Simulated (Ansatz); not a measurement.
Compare A (`O=C1C=CCC=C1`) with its isomer B (`O=C1C=CC=CC1`).

Isolated molecules relaxed with PBE0-D4/def2-TZVP in Ansatz; ΔE leaves out vibrations. CBS: MP2 limit from def2 TZ/QZ plus the TZ coupled-cluster correction, frozen cores. Functionals use def2-TZVPP. B3LYP here is the variant with VWN-RPA as its local correlation; programs differ in this.

A:

```xyz
13

O     2.487   -1.252    0.053
C     1.400   -0.704    0.030
C     1.268    0.760    0.004
C     0.076    1.358   -0.022
C    -1.202    0.605   -0.026
C    -1.046   -0.870    0.001
C     0.145   -1.470    0.027
H     2.194    1.323    0.006
H     0.010    2.443   -0.042
H    -1.820    0.925    0.825
H    -1.798    0.895   -0.904
H    -1.957   -1.463    0.000
H     0.244   -2.550    0.047
```

B:

Z-matrix (Å, degrees):
```
C
C 1 1.485
C 1 1.517 2 117.0
H 1 1.097 2 110.3 3 123.0
H 1 1.098 2 110.2 3 -122.7
C 2 1.336 1 121.7 3 0.4
H 2 1.085 1 117.8 3 -179.7
C 3 1.461 1 117.0 2 -0.6
O 3 1.214 1 120.7 2 179.5
C 6 1.448 2 120.6 1 -0.1
H 6 1.084 2 120.7 1 179.9
H 8 1.084 3 116.7 1 -179.7
H 10 1.086 6 117.9 2 179.9
```

**Question.** Which is lower in electronic energy at CCSD(T)/CBS, and by how much? (An estimate is asked.)

**Answer.** Computed: A, by 6.7 kJ/mol.

**Question.** Give E(B) − E(A) in kJ/mol with r2SCAN-D4, MP2/def2-TZVPP, CCSD/def2-TZVPP, B3LYP, B3LYP-D4, BLYP-D4, PBE0-D4. (Estimate.)

**Answer.** Computed: r2SCAN-D4 4.1, MP2/def2-TZVPP 6.6, CCSD/def2-TZVPP 8.2, B3LYP 5.0, B3LYP-D4 5.1, BLYP-D4 3.6, PBE0-D4 5.3. None reverses the order clearly.

**Question.** Does the order hold for the free energy at 298.15 K (harmonic terms from PBE0-D4)? (Best estimate.)

**Answer.** Ansatz gave: Too close to call: G(B) − G(A) = +1.8 kJ/mol. Modes under 60 cm⁻¹, often nearly free rotors, make the harmonic entropy too high.

Largest T1 diagnostic: 0.015.

From BLYP to BHLYP (50 % exact exchange), in def2-TZVPP and without D4, E(B) − E(A) moves by +3.8 kJ/mol. Leaving LDA and LC-ωPBE aside and taking each functional with its dispersion term where it has one, the values, not all of them listed here, spread over 3.9 kJ/mol, from PBE-D4 to BHLYP-D4.
